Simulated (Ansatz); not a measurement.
## Relaxing Na2Y

Theory: DFT PBE, scalar-relativistic, plane waves, PAW (Ansatz). Cutoff 420 eV, Γ-centred k mesh, Gaussian smearing, no spin polarisation in the final step.

This is the end of a relaxation of cell and atoms.

```
Na Y
1.0
    -4.16139    4.16139    3.23429
     4.16139   -4.16139    3.23429
     4.16139    4.16139   -3.23429
Na Y
4 2
Direct
  0.64379 0.14379 0.78758
  0.14379 0.35621 0.50000
  0.35621 0.85621 0.21242
  0.85621 0.64379 0.50000
  0.25000 0.25000 0.00000
  0.75000 0.75000 0.00000
```

Formation energies are uncorrected and refer to the elements' standard structures at the same level.

(1) What space group does it have?

(2) How far does it lie from the elements in energy?

(3) Is it a metal?

Results:

(1) I4/mcm (No. 140). Conventional cell: a = 8.323 Å, c = 6.469 Å. Na has 1 Na at 3.38 Å and 4 Y at 3.58 Å; Y is coordinated by 2 Y at 3.23 Å and 8 Na at 3.58 Å.

(2) 0.46 eV/atom.

(3) Yes, bands cross the Fermi level on the 8×8×8 mesh.

The final run used a 8×8×8 mesh on its 6-atom cell and 0.10 eV smearing. The k mesh leaves about 4 meV/atom of noise in metals. The cell came from a trial start, so Na2Y may not exist in this structure.

Cost: 3 runs of about 0.73 core-minutes in all, on AMD EPYC 9B45 (Zen 5) (shared hosts).